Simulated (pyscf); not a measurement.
PH [triplet] + H₃Si–SiH₃ → H₃Si–PH• + SiH₃•, a substitution at Si (triplet surface; Si–Si broken, P–Si formed). Single points on ωB97X-D3(BJ)/def2-SVP structures (PySCF, gas phase). MP2 and CC: frozen core, UHF for open shells. ΔMP2 is the change of the MP2 total energy from the triple- to the quadruple-zeta basis. Energies in kcal/mol from the separated reactants.

Small-basis levels: PySCF, no dispersion term, spherical d functions. Open shells are spin-unrestricted. 

Problem. In single points HF/STO-3G puts the saddle at 49.7 kcal/mol and the reaction energy at +30.2 kcal/mol. Should these be trusted to within a few kcal/mol? Compare with CCSD(T)/def2-TZVPP + ΔMP2(QZVPP).

Solution. CCSD(T)/def2-TZVPP + ΔMP2(QZVPP) gives ΔE‡ = 18.8 kcal/mol and ΔE = +11.4 kcal/mol. HF/STO-3G lies 30.9 kcal/mol over it in the barrier and 18.9 kcal/mol over it in the reaction energy, so on this step it does not hold to within 3.0 kcal/mol. CCSD(T)/def2-TZVPP + ΔMP2(QZVPP) has limits of its own. H₃Si–PH• + SiH₃• also meet on a surface of lower spin, which isn't treated here. One saddle was located; it need not be the lowest between these sides. The angle at the attacked Si is 176°. The CCSD(T) − MP2 part came from Ansatz, without density fitting, on the same reference.
